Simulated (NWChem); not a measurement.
## Correlation energy of Si (+1)

```
Si
```
Charge +1, spin multiplicity 2.

All runs are NWChem calculations.

Basis set: cc-pVTZ. Each correlation energy counts from its own Hartree-Fock reference.

The correlated methods keep 5 core orbitals frozen. The stability of the SCF solutions was not checked. Open-shell Hartree-Fock references start from PBE0 orbitals. Coupled-cluster values serve here as a point of comparison, not as the truth.

Question: Order these methods by the correlation energy they give, lowest first: CCSD on UHF, URI-MP2, CCSD(T) on ROHF, CCSD[T] on UHF.

Answer: CCSD(T) on ROHF (-64.4 mHa), CCSD[T] on UHF (-59.6 mHa), CCSD on UHF (-58.5 mHa), URI-MP2 (-41.3 mHa)
